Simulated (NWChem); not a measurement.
System: acetone (C3H6O); SMILES CC(C)=O

NWChem input:

```
start job
memory heap 200 mb stack 900 mb global 1100 mb
geometry units angstroms noautosym nocenter noautoz
  C     -1.284550    -0.000719    -0.615008
  C      0.000000     0.000000     0.180731
  C      1.284550     0.000719    -0.615008
  O      0.000000     0.000000     1.387736
  H     -1.329902    -0.883864    -1.272262
  H     -1.333812     0.885068    -1.268338
  H     -2.142753    -0.004571     0.068435
  H      2.142753     0.004571     0.068435
  H      1.333812    -0.885068    -1.268338
  H      1.329902     0.883864    -1.272262
end
basis spherical
  * library 6-31g*
end
dft
  xc xpbe96 cpbe96
  iterations 150
end
property
  response 1 0.0
end
task dft property
```

NWChem printed, in part:

```
             Northwest Computational Chemistry Package (NWChem) 7.3.0
             --------------------------------------------------------

                             Geometry "geometry" -> ""
                             -------------------------

 Output coordinates in angstroms (scale by  1.889725989 to convert to a.u.)

  No.       Tag          Charge          X              Y              Z
 ---- ---------------- ---------- -------------- -------------- --------------
    1 C                    6.0000    -1.28455000    -0.00071900    -0.61500800
    2 C                    6.0000     0.00000000     0.00000000     0.18073100
    3 C                    6.0000     1.28455000     0.00071900    -0.61500800
    4 O                    8.0000     0.00000000     0.00000000     1.38773600
    5 H                    1.0000    -1.32990200    -0.88386400    -1.27226200
    6 H                    1.0000    -1.33381200     0.88506800    -1.26833800
    7 H                    1.0000    -2.14275300    -0.00457100     0.06843500
    8 H                    1.0000     2.14275300     0.00457100     0.06843500
    9 H                    1.0000     1.33381200    -0.88506800    -1.26833800
   10 H                    1.0000     1.32990200     0.88386400    -1.27226200

 Effective nuclear repulsion energy (a.u.)     119.4781053125

  pbe96 is a nonlocal functional; adding pw91lda local functional.
                              NWChem Property Module
                              ----------------------

                                 NWChem DFT Module
                                 -----------------

 Summary of "ao basis" -> "ao basis" (spherical)
 ------------------------------------------------------------------------------
       Tag                 Description            Shells   Functions and Types
 ---------------- ------------------------------  ------  ---------------------
 C                           6-31g*                  6       14   3s2p1d
 O                           6-31g*                  6       14   3s2p1d
 H                           6-31g*                  2        2   2s

            General Information
            -------------------
          SCF calculation type: DFT
          Wavefunction type:  closed shell.
          No. of atoms     :    10
          No. of electrons :    32
           Alpha electrons :    16
            Beta electrons :    16
          Charge           :     0
          Spin multiplicity:     1
          Use of symmetry is: off; symmetry adaption is: off
          Maximum number of iterations: 150
          AO basis - number of functions:    68
                     number of shells:    36
          Convergence on energy requested:  1.00D-06
          Convergence on density requested:  1.00D-05
          Convergence on gradient requested:  5.00D-04

              XC Information
              --------------
          PerdewBurkeErnzerhof Exchange Functional  1.000
            Perdew 1991 LDA Correlation Functional  1.000 local
           PerdewBurkeErnz. Correlation Functional  1.000 non-local

             Grid Information
             ----------------
          Grid used for XC integration:  medium
          Radial quadrature: Mura-Knowles
          Angular quadrature: Lebedev.
          Tag              B.-S. Rad. Rad. Pts. Rad. Cut. Ang. Pts.
          ---              ---------- --------- --------- ---------
          C                   0.70       49          10.0       434
          O                   0.60       49           8.0       434
          H                   0.35       45          11.0       434
          Grid pruning is: on
          Number of quadrature shells:   466
          Spatial weights used:  Erf1

      Superposition of Atomic Density Guess
      -------------------------------------

 Sum of atomic energies:        -190.72450991

      Non-variational initial energy
      ------------------------------

 Total energy =    -192.960685
 1-e energy   =    -494.134711
 2-e energy   =     181.695921
 HOMO         =      -0.320935
 LUMO         =       0.005865

   convergence    iter        energy       DeltaE   RMS-Dens  Diis-err
 ---------------- ----- ----------------- --------- --------- ---------
 d= 0,ls=0.0,diis     1   -192.7809872968 -3.12D+02  4.46D-02  1.02D+00
 d= 0,ls=0.0,diis     2   -192.0790013035  7.02D-01  3.54D-02  7.59D+00
 d= 0,ls=0.0,diis     3   -192.8999716524 -8.21D-01  2.71D-03  3.22D-02
 d= 0,ls=0.0,diis     4   -192.9015736937 -1.60D-03  1.49D-03  1.37D-02
 d= 0,ls=0.0,diis     5   -192.9031134136 -1.54D-03  3.74D-04  5.35D-04
  Resetting Diis
 d= 0,ls=0.0,diis     6   -192.9031903123 -7.69D-05  3.46D-05  4.59D-06
 d= 0,ls=0.0,diis     7   -192.9031907496 -4.37D-07  4.18D-05  1.32D-06
 d= 0,ls=0.0,diis     8   -192.9031905435  2.06D-07  2.59D-05  3.20D-06
 d= 0,ls=0.0,diis     9   -192.9031908935 -3.50D-07  4.68D-06  3.19D-07

         Total DFT energy =     -192.903190893469
      One electron energy =     -497.627329557030
           Coulomb energy =      212.093756952961
    Exchange-Corr. energy =      -26.847723601883
 Nuclear repulsion energy =      119.478105312484

 Numeric. integr. density =       32.000008972558

                       DFT Final Molecular Orbital Analysis
                       ------------------------------------

 Vector   14  Occ=2.000000D+00  E=-3.276425D-01
              MO Center=  8.6D-08, -1.1D-09, -2.6D-01, r^2= 3.6D+00
   Bfn.  Coefficient  Atom+Function         Bfn.  Coefficient  Atom+Function
  ----- ------------  ---------------      ----- ------------  ---------------
     3      0.289667   1 C  px               31      0.289667   3 C  px
    17     -0.225873   2 C  px               61     -0.210279   7 H  s
    63      0.210279   8 H  s                62     -0.178563   7 H  s
    64      0.178563   8 H  s                 7      0.153438   1 C  px
    35      0.153438   3 C  px                5     -0.142803   1 C  pz

 Vector   15  Occ=2.000000D+00  E=-3.051166D-01
              MO Center= -3.9D-09,  1.8D-09,  5.2D-01, r^2= 2.4D+00
   Bfn.  Coefficient  Atom+Function         Bfn.  Coefficient  Atom+Function
  ----- ------------  ---------------      ----- ------------  ---------------
    46      0.486443   4 O  py               50      0.310679   4 O  py
    18      0.263429   2 C  py                4     -0.155388   1 C  py
    32     -0.155388   3 C  py               22      0.154308   2 C  py
    58      0.116732   5 H  s                60     -0.116843   6 H  s
    66      0.116843   9 H  s                68     -0.116732  10 H  s

 Vector   16  Occ=2.000000D+00  E=-1.911525D-01
              MO Center=  3.3D-09,  4.5D-10,  8.5D-01, r^2= 1.8D+00
   Bfn.  Coefficient  Atom+Function         Bfn.  Coefficient  Atom+Function
  ----- ------------  ---------------      ----- ------------  ---------------
    45      0.584398   4 O  px               49      0.404562   4 O  px
     6      0.308510   1 C  s                34     -0.308510   3 C  s
     3      0.165831   1 C  px               31      0.165831   3 C  px
     5      0.146839   1 C  pz               33     -0.146839   3 C  pz
    21      0.138409   2 C  px                7      0.134247   1 C  px

 Vector   17  Occ=0.000000D+00  E=-4.224710D-02
              MO Center= -3.6D-11, -1.4D-10,  3.0D-01, r^2= 2.1D+00
   Bfn.  Coefficient  Atom+Function         Bfn.  Coefficient  Atom+Function
  ----- ------------  ---------------      ----- ------------  ---------------
    18      0.526789   2 C  py               22      0.473420   2 C  py
    46     -0.431642   4 O  py               50     -0.414258   4 O  py
    58      0.256180   5 H  s                60     -0.257135   6 H  s
    66      0.257135   9 H  s                68     -0.256180  10 H  s
     8      0.095850   1 C  py               36      0.095850   3 C  py

 Vector   18  Occ=0.000000D+00  E= 6.597953D-02
              MO Center= -8.5D-09, -3.4D-09, -1.1D+00, r^2= 5.1D+00
   Bfn.  Coefficient  Atom+Function         Bfn.  Coefficient  Atom+Function
  ----- ------------  ---------------      ----- ------------  ---------------
     6      1.424269   1 C  s                34      1.424269   3 C  s
    58     -0.864908   5 H  s                60     -0.865273   6 H  s
    66     -0.865273   9 H  s                68     -0.864908  10 H  s
    62     -0.457840   7 H  s                64     -0.457840   8 H  s
     9     -0.367621   1 C  pz               37     -0.367621   3 C  pz

 Vector   19  Occ=0.000000D+00  E= 1.108908D-01
              MO Center= -4.2D-08, -5.8D-09, -1.0D-01, r^2= 5.9D+00
   Bfn.  Coefficient  Atom+Function         Bfn.  Coefficient  Atom+Function
  ----- ------------  ---------------      ----- ------------  ---------------
    62      1.297070   7 H  s                64      1.297070   8 H  s
     9     -0.649551   1 C  pz               37     -0.649551   3 C  pz
     7      0.553042   1 C  px               35     -0.553042   3 C  px
     6     -0.340881   1 C  s                34     -0.340881   3 C  s
    60     -0.338035   6 H  s                66     -0.338035   9 H  s

     Multipole analysis of the density
     ---------------------------------

     L   x y z        total         alpha         beta         nuclear
     -   - - -        -----         -----         ----         -------
     0   0 0 0     -0.000000    -16.000000    -16.000000     32.000000

     1   1 0 0     -0.000000     -0.000000     -0.000000     -0.000000
     1   0 1 0      0.000000      0.000000      0.000000      0.000000
     1   0 0 1     -1.044220     -0.391575     -0.391575     -0.261069

     2   2 0 0    -17.507821    -73.174112    -73.174112    128.840404
     2   1 1 0     -0.000325     -0.036853     -0.036853      0.073380
     2   1 0 1     -0.000000     -0.000000     -0.000000      0.000000
     2   0 2 0    -17.709041    -14.441754    -14.441754     11.174467
     2   0 1 1      0.000000      0.000000      0.000000      0.000000
     2   0 0 2    -20.660074    -57.834692    -57.834692     95.009310

 *** CALLING NEW AORESP DRIVER FOR CLOSED AND OPEN SHELLS ***
 Entering AOResponse driver routine

--------------------------------------------------------------------------------

          -----------------------------------------------
          Solving response equations for perturbing field
          -----------------------------------------------

 number of frequencies:     1
 frequency in a.u.:  0.0000000E+00
 Perturbing field: electric
 Using El. Dipole Length Gauge

 Setting up CPKS with frequency omega =      0.00000000 a.u.

 STATIC response

                                NWChem CPHF Module
                                ------------------

  scftype          =     RHF
  nclosed          =       16
  nopen            =        0
  variables        =      832
  # of vectors     =        3
  tolerance        = 0.10D-03
  level shift      = 0.00D+00
  max iterations   =       50
  max subspace     =       30

 SCF residual:    7.1156446258444404E-005

Iterative solution of linear equations
  No. of variables      832
  No. of equations        3
  Maximum subspace       30
        Iterations       50
       Convergence  1.0D-04

   iter   nsub   residual    time
   ----  ------  --------  ---------
     1      3    1.17D+01      15.8
     2      6    5.09D+00      17.3
     3      9    4.69D-01      18.7
     4     12    1.62D-01      20.1
     5     15    1.65D-02      21.4
     6     18    4.78D-03      22.9
     7     21    1.11D-03      24.4
     8     24    1.31D-04      25.7
     9     27    6.01D-06      27.1

 Electric Dipole Response Matrix (nonzero elements):

              1        2        3
    1   37.4825   0.0065  -0.0000
    2    0.0065  27.2237  -0.0000
    3   -0.0000  -0.0000  39.1740

 ------------------------------------------
 average:        34.62675 + I       0.00000

 DFT Linear Response polarizability / au
 Frequency  =       0.0000000 / au
              X              Y              Z
 -----------------------------------------------
 X      37.4825357      0.0064868     -0.0000000
 Y       0.0064868     27.2236950     -0.0000000
 Z      -0.0000000     -0.0000000     39.1740300
 -----------------------------------------------
 Eigenvalues =      37.4825398     27.2236909     39.1740300
 Isotropic   =      34.6267536
 Anisotropic =      11.2007974
 -----------------------------------------------

 Magnetic Dipole Response Matrix (nonzero elements):

 Exiting AOResponse driver routine
```

Level: PBE/6-31G* (spherical d). The geometry was optimised at PBE0/def2-SVP.
